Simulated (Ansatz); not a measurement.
Relaxing fluorine (F2 molecule)

These are results of DFT, PBE, plane waves (420 eV) with PAW, scalar-relativistic (Ansatz), not measurements.

k-point mesh 1×1×1, Fermi-Dirac smearing 0.01 eV, no spin polarisation. The box is fixed.

Starting structure:

```yaml
crystal:
  lattice:
    - [12.0, 0.0, 0.0]
    - [0.0, 12.3, 0.0]
    - [0.0, 0.0, 12.6]
  atoms:
    - { symbol: F, position: [0.5, 0.5, 0.4436507937] }
    - { symbol: F, position: [0.5, 0.5, 0.5563492063] }
hamiltonian:
  xc: pbe
  pseudopotentials:
    kind: paw
    azcp:
      F: "pseudopotentials/F.paw.azcp"
basis:
  ecutwfc: 420
  fft_grid_basis: typed
kpoints:
  mp_grid: { grid: [1, 1, 1], shift: [0, 0, 0] }
magnetization:
  spin_polarized: false
scf:
  occupations: { method: fermi_dirac, width: 0.01 }
relax:
  max_steps: 60
  f_tol: 0.01
```

Task: What is the relaxed bond length?

Result: 1.414 Å (start 1.420 Å).
